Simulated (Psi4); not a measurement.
# H3PO (SMILES O=[PH3]): a chain of runs

Wanted: a geometry optimisation (PBE0-D4/STO-3G), then vibrational wavenumbers of H3PO. 

The results are computed with Psi4 1.11.

**1. The structure to begin with**

The species is H3PO (5 atoms), meant as a singlet with charge 0. SMILES: `O=[PH3]`. Geometry: relaxed at GFN2-xTB. The run starts from this shape.

Bond lengths: O1–P2 1.453 Å, P2–H3 1.388 Å, P2–H4 1.387 Å, P2–H5 1.387 Å. Angles: O1–P2–H3 115.2°, O1–P2–H4 115.3°, O1–P2–H5 115.2°, H3–P2–H4 103.2°, H3–P2–H5 103.0°, H4–P2–H5 103.2°.

**2. A structure relaxation at PBE0-D4/STO-3G (density fitting) (run 1)**

run.py reads:

```python
import numpy as np
from ase.calculators.psi4 import Psi4
from ase import Atoms
from ase.optimize import LBFGS

a = Atoms(['O', 'P', 'H', 'H', 'H'], positions=[
    [-1.381960, -0.328270, 0.532950],
    [-0.058510, -0.014650, 0.022530],
    [0.807060, 0.564860, 0.939400],
    [0.663660, -1.098320, -0.454890],
    [-0.030250, 0.876380, -1.039990],
])
calc = Psi4(atoms=a, method='pbe0-d4', basis='STO-3G', memory='1600MB', num_threads=1, charge=0, multiplicity=1, label='h3op')
a.calc = calc

opt = LBFGS(a)
done = opt.run(fmax=0.02, steps=60)
print('converged:', done)
for s, p in zip(a.symbols, a.positions):
    print(f'{s:2s} {p[0]:12.6f} {p[1]:12.6f} {p[2]:12.6f}')
```

On the command line:

```bash
$ python run.py
```

h3op.dat:

```text
gradient() will perform analytic gradient computation.

   => Loading Basis Set <=

    Name: STO-3G
    Role: ORBITAL
    Keyword: BASIS

   => PBE0-D4(BJ,EEQ)ATM: Empirical Dispersion <=

        a1 =       0.400856
        a2 =       5.029288
       alp =      16.000000
        s6 =       1.000000
        s8 =       1.200655
        s9 =       1.000000
        ga =       3.000000
        gc =       2.000000
        wf =       6.000000

         ---------------------------------------------------------
                                   SCF
                              RKS Reference
                        1 Threads,   1525 MiB Core
         ---------------------------------------------------------

  ==> Geometry <==

    Molecular point group: c1
    Full point group: C1

    Geometry (in Angstrom), charge = 0, multiplicity = 1:

       Center              X                  Y                   Z               Mass
    ------------   -----------------  -----------------  -----------------  -----------------
         O           -1.014627061721    -0.241065013477     0.391339577847    15.994914619570
         P            0.420235732863     0.099847097014    -0.162084742040    30.973761998420
         H            1.386944882901     0.698373296083     0.705869523431     1.007825032230
         H            1.244829044508    -0.949545142664    -0.676789500191     1.007825032230
         H            0.555874272669     1.008420441110    -1.258528460998     1.007825032230

  Running in c1 symmetry.

  Rotational constants: A =      3.59974  B =      0.51250  C =      0.51249 [cm^-1]
  Rotational constants: A = 107917.53375  B =  15364.49106  C =  15363.97099 [MHz]
  Nuclear repulsion =   62.585266536249023

  Charge       = 0
  Multiplicity = 1
  Electrons    = 26
  Nalpha       = 13
  Nbeta        = 13

  ==> Algorithm <==

  SCF Algorithm Type is DF.
  DIIS enabled.
  MOM disabled.
  Fractional occupation disabled.
  Guess Type is SAD.
  Energy threshold   = 1.00e-08
  Density threshold  = 1.00e-08
  Integral threshold = 1.00e-12

  ==> Primary Basis <==

  Basis Set: STO-3G
    Blend: STO-3G
    Number of shells: 11
    Number of basis functions: 17
    Number of Cartesian functions: 17
    Spherical Harmonics?: true
    Max angular momentum: 1

  ==> DFT Potential <==

   => LibXC <=

    Version 7.1.2

   => Composite Functional: PBE0-D4BJEEQATM <=

    PBE0-d4bjeeqatm Hyb-GGA Exchange-Correlation Functional

    Deriv               =              1
    GGA                 =           TRUE
    Meta                =          FALSE

    Exchange Hybrid     =           TRUE
    MP2 Hybrid          =          FALSE

   => Exchange Functionals <=

    0.7500   Perdew, Burke & Ernzerhof

   => Exact (HF) Exchange <=

    0.2500               HF

   => Correlation Functionals <=

    1.0000   Perdew, Burke & Ernzerhof

   => LibXC Density Thresholds  <==

    XC_HYB_GGA_XC_PBEH:  1.00E-15

   => Molecular Quadrature <=

    Radial Scheme          =       TREUTLER
    Pruning Scheme         =           NONE
    Nuclear Scheme         =       TREUTLER

    Blocking Scheme        =         OCTREE
    BS radius alpha        =              1
    Pruning alpha          =              1
    Radial Points          =             75
    Spherical Points       =            302
    Total Points           =         107267
    Total Blocks           =            858
    Max Points             =            256
    Max Functions          =             17
    Weights Tolerance      =       1.00E-15

   => Loading Basis Set <=

    Name: (STO-3G AUX)
    Role: JKFIT
    Keyword: DF_BASIS_SCF

  ==> Integral Setup <==

  DFHelper Memory: AOs need 0.001 GiB; user supplied 1.071 GiB.
  SCF_SUBTYPE=INCORE selected. In-core MEM_DF algorithm will be used.
  Using in-core AOs.

  ==> MemDFJK: Density-Fitted J/K Matrices <==

    J tasked:                   Yes
    K tasked:                   Yes
    wK tasked:                   No
    Memory [MiB]:              1096
    Algorithm:                 Core
    Schwarz Cutoff:           1E-12
    Mask sparsity (%):       0.6920
    Fitting Condition:        1E-10

   => Auxiliary Basis Set <=

  Basis Set: (STO-3G AUX)
    Blend: DEF2-UNIVERSAL-JKFIT
    Number of shells: 81
    Number of basis functions: 259
    Number of Cartesian functions: 308
    Spherical Harmonics?: true
    Max angular momentum: 4

  Cached 100.0% of DFT collocation blocks in 0.046 [GiB].

  Minimum eigenvalue in the overlap matrix is 3.0050734016E-01.
  Reciprocal condition number of the overlap matrix is 1.5448084828E-01.
    Using symmetric orthogonalization.

  ==> Pre-Iterations <==

  SCF Guess: Superposition of Atomic Densities via on-the-fly atomic UHF (no occupation information).

   -------------------------
    Irrep   Nso     Nmo
   -------------------------
     A         17      17
   -------------------------
    Total      17      17
   -------------------------

  ==> Iterations <==

                           Total Energy        Delta E     RMS |[F,P]|

   @DF-RKS iter SAD:  -412.20006636573635   -4.12200e+02   0.00000e+00
   @DF-RKS iter   1:  -412.93058467953199   -7.30518e-01   2.86309e-02 ADIIS/DIIS
   @DF-RKS iter   2:  -410.46730645146960    2.46328e+00   1.23556e-01 ADIIS
   @DF-RKS iter   3:  -412.95581440192524   -2.48851e+00   3.33237e-02 ADIIS/DIIS
   @DF-RKS iter   4:  -413.14132148539363   -1.85507e-01   2.83604e-03 ADIIS/DIIS
   @DF-RKS iter   5:  -413.14298162565944   -1.66014e-03   3.07573e-04 ADIIS/DIIS
   @DF-RKS iter   6:  -413.14300093972406   -1.93141e-05   1.02230e-04 ADIIS/DIIS
   @DF-RKS iter   7:  -413.14300296913478   -2.02941e-06   2.41994e-05 DIIS
   @DF-RKS iter   8:  -413.14300309209239   -1.22958e-07   1.11088e-07 DIIS
   @DF-RKS iter   9:  -413.14300309209762   -5.22959e-12   2.12570e-08 DIIS
   @DF-RKS iter  10:  -413.14300309209773   -1.13687e-13   1.52913e-09 DIIS
  Energy and wave function converged.

  ==> Post-Iterations <==

   Electrons on quadrature grid:
      Ntotal   =   26.0000101452 ; deviation = 1.015e-05

    Orbital Energies [Eh]
    ---------------------

    Doubly Occupied:

       1A    -76.403203     2A    -18.755533     3A     -6.482027
       4A     -4.578456     5A     -4.576781     6A     -4.576779
       7A     -0.861199     8A     -0.619045     9A     -0.391502
      10A     -0.391456    11A     -0.256189    12A     -0.090670
      13A     -0.090665

    Virtual:

      14A      0.242190    15A      0.271608    16A      0.271686
      17A      0.397712

    Final Occupation by Irrep:
              A
    DOCC [    13 ]
    NA   [    13 ]
    NB   [    13 ]

  @DF-RKS Final Energy:  -413.14300309209773

   => Energetics <=

    Nuclear Repulsion Energy =             62.5852665362490228
    One-Electron Energy =                -697.6524678470054823
    Two-Electron Energy =                 246.8166635987319069
    DFT Exchange-Correlation Energy =     -24.8908079058257670
    Empirical Dispersion Energy =          -0.0016574742473726
    VV10 Nonlocal Energy =                  0.0000000000000000
    Total Energy =                       -413.1430030920977288

Computation Completed

Properties will be evaluated at   0.000000,   0.000000,   0.000000 [a0]

Properties computed using the SCF density matrix

 Multipole Moments:

 ------------------------------------------------------------------------------------
     Multipole            Electronic (a.u.)      Nuclear  (a.u.)        Total (a.u.)
 ------------------------------------------------------------------------------------

 L = 1.  Multiply by 2.5417464519 to convert [e a0] to [Debye]
 Dipole X            :         -1.6078332            2.5968006            0.9889674
 Dipole Y            :         -0.3819511            0.6168726            0.2349215
 Dipole Z            :          0.6201364           -1.0015604           -0.3814240
 Magnitude           :                                                    1.0856928

 ------------------------------------------------------------------------------------

	total time  =          2 seconds =       0.03 minutes

         ------------------------------------------------------------
                                   SCF GRAD
         ------------------------------------------------------------

  ==> Geometry <==

    Molecular point group: c1
    Full point group: C1

    Geometry (in Angstrom), charge = 0, multiplicity = 1:

       Center              X                  Y                   Z               Mass
    ------------   -----------------  -----------------  -----------------  -----------------
         O           -1.014627061721    -0.241065013477     0.391339577847    15.994914619570
         P            0.420235732863     0.099847097014    -0.162084742040    30.973761998420
         H            1.386944882901     0.698373296083     0.705869523431     1.007825032230
         H            1.244829044508    -0.949545142664    -0.676789500191     1.007825032230
         H            0.555874272669     1.008420441110    -1.258528460998     1.007825032230

  Nuclear repulsion =   62.585266536249023

  ==> Basis Set <==

  Basis Set: STO-3G
    Blend: STO-3G
    Number of shells: 11
    Number of basis functions: 17
    Number of Cartesian functions: 17
    Spherical Harmonics?: true
    Max angular momentum: 1

  ==> DFJKGrad: Density-Fitted SCF Gradients <==

    Gradient:                    1
    J tasked:                  Yes
    K tasked:                  Yes
    wK tasked:                  No
    Integrals threads:           1
    Memory [MiB]:             1144
    Schwarz Cutoff:          1E-12
    Fitting Condition:       1E-10

   => Auxiliary Basis Set <=

  Basis Set: (STO-3G AUX)
    Blend: DEF2-UNIVERSAL-JKFIT
    Number of shells: 81
    Number of basis functions: 259
    Number of Cartesian functions: 308
    Spherical Harmonics?: true
    Max angular momentum: 4

  ==> DFT Potential <==

   => LibXC <=

    Version 7.1.2

   => Composite Functional: PBE0-D4BJEEQATM <=

    PBE0-d4bjeeqatm Hyb-GGA Exchange-Correlation Functional

    Deriv               =              1
    GGA                 =           TRUE
    Meta                =          FALSE

    Exchange Hybrid     =           TRUE
    MP2 Hybrid          =          FALSE

   => Exchange Functionals <=

    0.7500   Perdew, Burke & Ernzerhof

   => Exact (HF) Exchange <=

    0.2500               HF

   => Correlation Functionals <=

    1.0000   Perdew, Burke & Ernzerhof

   => LibXC Density Thresholds  <==

    XC_HYB_GGA_XC_PBEH:  1.00E-15

   => Molecular Quadrature <=

    Radial Scheme          =       TREUTLER
    Pruning Scheme         =           NONE
    Nuclear Scheme         =       TREUTLER

    Blocking Scheme        =         OCTREE
    BS radius alpha        =              1
    Pruning alpha          =              1
    Radial Points          =             75
    Spherical Points       =            302
    Total Points           =         107267
    Total Blocks           =            858
    Max Points             =            256
    Max Functions          =             17
    Weights Tolerance      =       1.00E-15

  -Total Gradient:
     Atom            X                  Y                   Z
    ------   -----------------  -----------------  -----------------
       1       -0.000029356810    -0.000019439967     0.000014972009
       2        0.000036523388     0.000006591502    -0.000013363997
       3       -0.000004836881     0.000017795124    -0.000020040515
       4       -0.000012378185     0.000001111959    -0.000007731495
       5        0.000025648486     0.000000273067     0.000017598368

	total time  =          0 seconds =       0.00 minutes
```

On the terminal:

```text
Step     Time          Energy          fmax
LBFGS:    0 hh:mm:ss   -11241.571078        7.805988
LBFGS:    1 hh:mm:ss   -11241.872156        5.356300
LBFGS:    2 hh:mm:ss   -11242.110382        2.110542
LBFGS:    3 hh:mm:ss   -11242.161251        0.532763
LBFGS:    4 hh:mm:ss   -11242.171452        0.389854
LBFGS:    5 hh:mm:ss   -11242.191240        0.186887
LBFGS:    6 hh:mm:ss   -11242.193322        0.114969
LBFGS:    7 hh:mm:ss   -11242.193732        0.022663
LBFGS:    8 hh:mm:ss   -11242.193740        0.002028
converged: True
O     -1.533325    -0.364282     0.591395
P     -0.098462    -0.023370     0.037971
H      0.868247     0.575156     0.905925
H      0.726131    -1.072762    -0.476734
H      0.037177     0.885203    -1.058473
```

Wall time 20 s (1 thread of Intel Xeon 6975P-C (Granite Rapids), shared host); peak memory 0.36 GiB.

Steps, from the record of the run:

| step | energy from the first frame kept (eV) | largest force (eV/Å) |
| --- | --- | --- |
| 0 | 0.0000 | 7.8060 |
| 1 | -0.3011 | 5.3563 |
| 2 | -0.5393 | 2.1105 |
| 3 | -0.5902 | 0.5328 |
| 4 | -0.6004 | 0.3899 |
| 5 | -0.6202 | 0.1869 |
| 6 | -0.6222 | 0.1150 |
| 7 | -0.6227 | 0.0227 |
| 8 | -0.6227 | 0.0020 |

After the run. Bond lengths: O1–P2 1.575 Å, P2–H3 1.430 Å, P2–H4 1.430 Å, P2–H5 1.430 Å. Angles: O1–P2–H3 119.5°, O1–P2–H4 119.5°, O1–P2–H5 119.5°, H3–P2–H4 97.8°, H3–P2–H5 97.8°, H4–P2–H5 97.8°.

(Part 1 of 2 ends here.)
